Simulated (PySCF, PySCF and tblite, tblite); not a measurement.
# C4H6O: conformers and averaged spectra

Which conformers does C4H6O (`C#COCC`) populate, and what do their averaged NMR parameters look like?

Computed with tblite 0.8.0 (tight binding) and PySCF 2.14.0 (DFT, with response routines of our own); each step states its level. Atoms count from 0 throughout.

## (1) The molecule as given

11 atoms, charge 0, multiplicity 1; geometry from: MMFF94s geometry.

Bonds of the start (Å): C0–C1 1.21, C0–H5 1.05, C1–O2 1.33, C3–C4 1.51, C3–H6 1.10, C3–H7 1.09, C4–H10 1.09, C4–H8 1.09, C4–H9 1.10, O2–C3 1.44.

## (2) GFN2-xTB relaxation, conformer 1

The job: settings as JSON, then the geometry in Å.

```
{"job": {"xc": "GFN2-xTB", "basis": "xTB", "kind": "relax"}, "charge": 0, "multiplicity": 1}
C      2.591000     0.256800    -0.269400
C      1.597200     0.083400     0.389900
O      0.531200    -0.118600     1.157500
C     -0.557000    -0.658300     0.392000
C     -1.401700     0.438800    -0.201300
H      3.450400     0.421900    -0.858400
H     -1.172200    -1.240800     1.093700
H     -0.195300    -1.359500    -0.364600
H     -2.262600     0.020600    -0.728200
H     -0.821300     1.031000    -0.917100
H     -1.754200     1.127200     0.565500
```

Run with:

```console
OMP_NUM_THREADS=1 python ens_run.py task.json out
```

This one command runs the whole study; its stages follow in the order run.

Standard output:

```text
step      E/eV     max force
  0    -424.62898    1.482
  1    -424.66695    0.516
  2    -424.67297    1.138
  3    -424.67824    0.633
  4    -424.68227    0.186
  5    -424.68431    0.138
  6    -424.68683    0.176
  7    -424.68781    0.117
  8    -424.68858    0.078
  9    -424.68906    0.079
 10    -424.68944    0.077
 11    -424.68974    0.054
 12    -424.69012    0.053
 13    -424.69061    0.079
 14    -424.69112    0.086
 15    -424.69153    0.063
 16    -424.69187    0.060
 17    -424.69229    0.086
 18    -424.69290    0.103
 19    -424.69359    0.080
 20    -424.69413    0.057
 21    -424.69448    0.057
 22    -424.69478    0.062
 23    -424.69513    0.054
 24    -424.69554    0.053
 25    -424.69587    0.043
 26    -424.69604    0.028
 27    -424.69604    0.028
 28    -424.69610    0.063
 29    -424.69636    0.040
 30    -424.69651    0.040
 31    -424.69680    0.042
 32    -424.69704    0.045
 33    -424.69736    0.057
 34    -424.69769    0.055
 35    -424.69811    0.058
 36    -424.69853    0.064
 37    -424.69888    0.049
 38    -424.69915    0.052
 39    -424.69938    0.039
 40    -424.69961    0.048
 41    -424.69984    0.045
 42    -424.70004    0.040
 43    -424.70022    0.040
 44    -424.70039    0.039
 45    -424.70053    0.031
 46    -424.70066    0.032
 47    -424.70080    0.035
 48    -424.70102    0.052
 49    -424.70133    0.063
 50    -424.70170    0.056
 51    -424.70210    0.056
 52    -424.70252    0.064
 53    -424.70307    0.079
 54    -424.70380    0.096
 55    -424.70451    0.082
 56    -424.70505    0.077
 57    -424.70544    0.052
 58    -424.70567    0.039
 59    -424.70582    0.038
 60    -424.70591    0.028
 61    -424.70597    0.022
 62    -424.70599    0.014
 63    -424.70601    0.017
 64    -424.70604    0.020
 65    -424.70606    0.016
 66    -424.70607    0.007
 67    -424.70608    0.006
 68    -424.70608    0.006
 69    -424.70609    0.006
 70    -424.70609    0.005
 71    -424.70609    0.003
```

It took 0.18 s on 1 thread of Arm Neoverse V2, shared host.

The energy fell by 0.077 eV, and the atoms moved 0.21 Å (root mean square).

**GFN2-xTB relaxation, conformer 2**

The job: settings as JSON, then the geometry in Å.

```
{"job": {"xc": "GFN2-xTB", "basis": "xTB", "kind": "relax"}, "charge": 0, "multiplicity": 1}
C      2.912400     0.172700    -0.082200
C      1.730400     0.155200    -0.363500
O      0.451800     0.121600    -0.667900
C     -0.359700    -0.053800     0.483900
C     -1.817200    -0.083700     0.077400
H      3.937000     0.197900     0.150800
H     -0.193500     0.763600     1.196500
H     -0.098400    -1.007000     0.982200
H     -1.993100    -0.892200    -0.646200
H     -2.090400     0.853700    -0.424100
H     -2.473800    -0.225300     0.932800
```

Standard output:

```text
step      E/eV     max force
  0    -424.61430    1.764
  1    -424.58164    4.259
  2    -424.64990    0.337
  3    -424.65295    0.149
  4    -424.65467    0.099
  5    -424.65565    0.103
  6    -424.65667    0.082
  7    -424.65726    0.057
  8    -424.65774    0.059
  9    -424.65814    0.055
 10    -424.65852    0.074
 11    -424.65883    0.066
 12    -424.65908    0.040
 13    -424.65908    0.040
 14    -424.65920    0.038
 15    -424.65932    0.220
 16    -424.65962    0.064
 17    -424.65973    0.051
 18    -424.66005    0.048
 19    -424.66030    0.063
 20    -424.66056    0.053
 21    -424.66078    0.041
 22    -424.66105    0.048
 23    -424.66140    0.070
 24    -424.66184    0.087
 25    -424.66225    0.068
 26    -424.66253    0.033
 27    -424.66269    0.026
 28    -424.66280    0.034
 29    -424.66287    0.028
 30    -424.66292    0.020
 31    -424.66295    0.015
 32    -424.66298    0.016
 33    -424.66300    0.015
 34    -424.66302    0.009
 35    -424.66302    0.007
 36    -424.66302    0.006
 37    -424.66302    0.006
 38    -424.66303    0.006
 39    -424.66303    0.003
```

It took 0.13 s on 1 thread of Arm Neoverse V2, shared host.

The energy fell by 0.049 eV, and the atoms moved 0.06 Å (root mean square).

## (3) Shieldings, conformer 1: PBE0/pcSseg-1 in chloroform

The job: settings as JSON, then the geometry in Å.

```
{"job": {"xc": "PBE0", "basis": "pcSseg-1", "solvent": "chloroform", "kind": "nmr", "pop": true}, "charge": 0, "multiplicity": 1}
C      2.468577     0.387339    -0.303520
C      1.559875     0.026705     0.388561
O      0.569610    -0.374715     1.130482
C     -0.616318    -0.741718     0.436199
C     -1.284869     0.450352    -0.235980
H      3.299738     0.712062    -0.848785
H     -1.265117    -1.168782     1.205182
H     -0.385249    -1.514954    -0.308621
H     -2.193407     0.129178    -0.737650
H     -0.610864     0.889506    -0.969151
H     -1.536550     1.207698     0.502921
```

Standard output:

```text
coarse grid: 9152 points
cycle   1  E = -230.7737916120  dE =  6.592e-01  |g| = 4.910e-01  |ddm| = 2.925e+00
cycle   2  E = -230.7645752818  dE =  9.216e-03  |g| = 5.341e-01  |ddm| = 7.478e-01
cycle   3  E = -230.8207827217  dE = -5.621e-02  |g| = 1.125e-01  |ddm| = 4.083e-01
cycle   4  E = -230.8235195111  dE = -2.737e-03  |g| = 4.002e-02  |ddm| = 1.024e-01
cycle   5  E = -230.8238417992  dE = -3.223e-04  |g| = 1.295e-02  |ddm| = 3.263e-02
cycle   6  E = -230.8238738518  dE = -3.205e-05  |g| = 3.156e-03  |ddm| = 1.072e-02
cycle   7  E = -230.8238758849  dE = -2.033e-06  |g| = 6.746e-04  |ddm| = 2.680e-03
final grid: 88272 points
cycle   8  E = -230.8660462512  dE = -1.938e-05  |g| = 9.882e-03  |ddm| = 1.986e-02
cycle   9  E = -230.8660273171  dE =  1.893e-05  |g| = 1.431e-02  |ddm| = 1.504e-02
cycle  10  E = -230.8660644795  dE = -3.716e-05  |g| = 1.673e-03  |ddm| = 9.734e-03
cycle  11  E = -230.8660651176  dE = -6.382e-07  |g| = 3.425e-04  |ddm| = 1.407e-03
cycle  12  E = -230.8660651404  dE = -2.272e-08  |g| = 1.401e-04  |ddm| = 2.929e-04
cycle  13  E = -230.8660651448  dE = -4.461e-09  |g| = 2.212e-05  |ddm| = 1.065e-04
cycle  14  E = -230.8660651449  dE = -1.064e-10  |g| = 6.303e-06  |ddm| = 2.425e-05
converged SCF energy = -230.8660651449

GIAO shielding tensors (ppm)
atom      isotropic    diamagn.    paramagn.     s11        s22        s33       span
  0 C      154.966     261.144    -106.178     84.945    111.691    268.262    183.317
  1 C       91.837     260.978    -169.141    -12.019     -1.616    289.147    301.167
  2 O      278.816     397.496    -118.679    235.739    257.355    343.356    107.617
  3 C      113.688     245.277    -131.589     78.690     92.629    169.745     91.055
  4 C      171.488     249.973     -78.486    153.410    175.047    186.006     32.595
  5 H       30.571      33.319      -2.748     24.944     25.064     41.704     16.759
  6 H       27.504      28.844      -1.340     22.631     27.045     32.836     10.205
  7 H       27.564      29.904      -2.340     22.737     27.801     32.155      9.417
  8 H       30.622      29.167       1.455     26.703     27.437     37.725     11.021
  9 H       29.714      31.294      -1.580     25.215     29.928     33.999      8.784
 10 H       30.343      29.910       0.433     26.789     27.946     36.293      9.504
```

Run time: 7.4 s. Hardware: 1 thread of Arm Neoverse V2, shared host; peak memory 0.55 GiB.

In short: HOMO -7.20 eV, LUMO 1.44 eV; dipole 2.46 D.

## (4) Single-point energy, conformer 1: TPSS/def2-TZVP in chloroform

The job, as its differences from that of step 3:

```diff
@@ -1,2 +1,2 @@
-{"job": {"xc": "PBE0", "basis": "pcSseg-1", "solvent": "chloroform", "kind": "nmr", "pop": true}, "charge": 0, "multiplicity": 1}
+{"job": {"xc": "TPSS", "basis": "def2-TZVP", "solvent": "chloroform", "kind": "sp"}, "charge": 0, "multiplicity": 1}
 C      2.468577     0.387339    -0.303520
```

Standard output:

```text
coarse grid: 40736 points
cycle   1  E = -231.2014286525  dE =  5.390e-01  |g| = 6.576e-01  |ddm| = 2.904e+00
cycle   2  E = -231.1268058344  dE =  7.462e-02  |g| = 8.784e-01  |ddm| = 3.163e+00
cycle   3  E = -231.2857050230  dE = -1.589e-01  |g| = 1.778e-01  |ddm| = 2.437e+00
cycle   4  E = -231.2918549423  dE = -6.150e-03  |g| = 6.449e-02  |ddm| = 1.538e-01
cycle   5  E = -231.2925521948  dE = -6.973e-04  |g| = 3.924e-02  |ddm| = 8.487e-02
cycle   6  E = -231.2928844814  dE = -3.323e-04  |g| = 7.266e-03  |ddm| = 4.227e-02
cycle   7  E = -231.2928955832  dE = -1.110e-05  |g| = 1.517e-03  |ddm| = 1.040e-02
cycle   8  E = -231.2928961232  dE = -5.400e-07  |g| = 3.231e-04  |ddm| = 2.180e-03
final grid: 88272 points
cycle   9  E = -231.2928904109  dE = -5.691e-08  |g| = 4.180e-04  |ddm| = 7.164e-03
cycle  10  E = -231.2928903834  dE =  2.743e-08  |g| = 5.431e-04  |ddm| = 8.190e-04
cycle  11  E = -231.2928904530  dE = -6.959e-08  |g| = 7.295e-05  |ddm| = 4.024e-04
cycle  12  E = -231.2928904539  dE = -8.535e-10  |g| = 2.129e-05  |ddm| = 1.353e-04
converged SCF energy = -231.2928904539
```

Wall time 12 s (1 thread of Arm Neoverse V2, shared host); peak memory 0.68 GiB.

This run: HOMO -5.89 eV, LUMO 0.54 eV; dipole 2.38 D.

## (5) Shieldings, conformer 2: PBE0/pcSseg-1 in chloroform

The job: settings as JSON, then the geometry in Å.

```
{"job": {"xc": "PBE0", "basis": "pcSseg-1", "solvent": "chloroform", "kind": "nmr", "pop": false}, "charge": 0, "multiplicity": 1}
C      2.912285     0.177555    -0.097508
C      1.740504     0.149951    -0.343968
O      0.465589     0.117543    -0.593545
C     -0.381665    -0.065460     0.536757
C     -1.818222    -0.079927     0.043634
H      3.947857     0.211410     0.042967
H     -0.223627     0.753261     1.252205
H     -0.131625    -1.011914     1.035560
H     -1.959367    -0.889741    -0.667596
H     -2.051489     0.859631    -0.450709
H     -2.494814    -0.219638     0.881930
```

Standard output:

```text
coarse grid: 9152 points
cycle   1  E = -230.7736808538  dE =  6.580e-01  |g| = 4.934e-01  |ddm| = 2.932e+00
cycle   2  E = -230.7616047786  dE =  1.208e-02  |g| = 5.488e-01  |ddm| = 8.002e-01
cycle   3  E = -230.8212644628  dE = -5.966e-02  |g| = 1.115e-01  |ddm| = 4.510e-01
cycle   4  E = -230.8239570614  dE = -2.693e-03  |g| = 3.924e-02  |ddm| = 1.029e-01
cycle   5  E = -230.8242639862  dE = -3.069e-04  |g| = 1.371e-02  |ddm| = 3.413e-02
cycle   6  E = -230.8243008645  dE = -3.688e-05  |g| = 2.787e-03  |ddm| = 1.148e-02
cycle   7  E = -230.8243024269  dE = -1.562e-06  |g| = 7.078e-04  |ddm| = 2.381e-03
final grid: 88272 points
cycle   8  E = -230.8665289665  dE = -1.888e-05  |g| = 9.870e-03  |ddm| = 2.024e-02
cycle   9  E = -230.8665112090  dE =  1.776e-05  |g| = 1.411e-02  |ddm| = 1.557e-02
cycle  10  E = -230.8665471312  dE = -3.592e-05  |g| = 1.784e-03  |ddm| = 1.015e-02
cycle  11  E = -230.8665478677  dE = -7.366e-07  |g| = 3.346e-04  |ddm| = 1.517e-03
cycle  12  E = -230.8665478898  dE = -2.206e-08  |g| = 1.337e-04  |ddm| = 2.946e-04
cycle  13  E = -230.8665478938  dE = -3.996e-09  |g| = 2.447e-05  |ddm| = 1.053e-04
cycle  14  E = -230.8665478939  dE = -1.302e-10  |g| = 6.341e-06  |ddm| = 2.566e-05
converged SCF energy = -230.8665478939

GIAO shielding tensors (ppm)
atom      isotropic    diamagn.    paramagn.     s11        s22        s33       span
  0 C      157.549     259.911    -102.363     91.355    113.138    268.153    176.799
  1 C       90.185     259.766    -169.581    -11.857     -8.838    291.250    303.108
  2 O      282.590     399.916    -117.326    226.283    236.846    384.642    158.359
  3 C      111.339     246.223    -134.884     69.946     95.252    168.818     98.872
  4 C      169.548     247.116     -77.568    152.761    169.665    186.219     33.458
  5 H       30.596      32.836      -2.239     24.934     25.174     41.681     16.747
  6 H       27.437      29.999      -2.562     23.343     27.727     31.240      7.897
  7 H       27.441      30.056      -2.615     23.345     27.739     31.239      7.893
  8 H       30.235      29.034       1.201     26.336     28.517     35.852      9.516
  9 H       30.234      28.993       1.241     26.334     28.511     35.856      9.522
 10 H       30.538      27.845       2.693     26.684     27.442     37.490     10.806
```

Run time: 6.1 s. Hardware: 1 thread of Arm Neoverse V2, shared host; peak memory 0.56 GiB.

Key values: HOMO -7.22 eV, LUMO 1.51 eV; dipole 2.44 D.

## (6) Single-point energy, conformer 2: TPSS/def2-TZVP in chloroform

The job, as its differences from that of step 5:

```diff
@@ -1,2 +1,2 @@
-{"job": {"xc": "PBE0", "basis": "pcSseg-1", "solvent": "chloroform", "kind": "nmr", "pop": false}, "charge": 0, "multiplicity": 1}
+{"job": {"xc": "TPSS", "basis": "def2-TZVP", "solvent": "chloroform", "kind": "sp"}, "charge": 0, "multiplicity": 1}
 C      2.912285     0.177555    -0.097508
```

Standard output:

```text
coarse grid: 40736 points
cycle   1  E = -231.2014066865  dE =  5.387e-01  |g| = 6.604e-01  |ddm| = 2.875e+00
cycle   2  E = -231.1181091204  dE =  8.330e-02  |g| = 9.018e-01  |ddm| = 4.222e+00
cycle   3  E = -231.2860291709  dE = -1.679e-01  |g| = 1.827e-01  |ddm| = 3.270e+00
cycle   4  E = -231.2926723202  dE = -6.643e-03  |g| = 6.269e-02  |ddm| = 1.608e-01
cycle   5  E = -231.2932748275  dE = -6.025e-04  |g| = 4.174e-02  |ddm| = 1.063e-01
cycle   6  E = -231.2936578977  dE = -3.831e-04  |g| = 5.855e-03  |ddm| = 4.364e-02
cycle   7  E = -231.2936647154  dE = -6.818e-06  |g| = 1.699e-03  |ddm| = 7.569e-03
final grid: 88272 points
cycle   8  E = -231.2936788319  dE =  5.758e-07  |g| = 2.405e-03  |ddm| = 5.748e-03
cycle   9  E = -231.2936769403  dE =  1.892e-06  |g| = 3.783e-03  |ddm| = 7.958e-03
cycle  10  E = -231.2936799652  dE = -3.025e-06  |g| = 9.469e-04  |ddm| = 5.630e-03
cycle  11  E = -231.2936801726  dE = -2.073e-07  |g| = 8.593e-05  |ddm| = 8.892e-04
cycle  12  E = -231.2936801743  dE = -1.711e-09  |g| = 1.790e-05  |ddm| = 6.724e-05
cycle  13  E = -231.2936801744  dE = -6.071e-11  |g| = 4.647e-06  |ddm| = 3.562e-05
converged SCF energy = -231.2936801744
```

It took 12 s on 1 thread of Arm Neoverse V2, shared host; peak memory 0.69 GiB.

Key values: HOMO -5.91 eV, LUMO 0.54 eV; dipole 2.40 D.

[end of part 1 of 3]
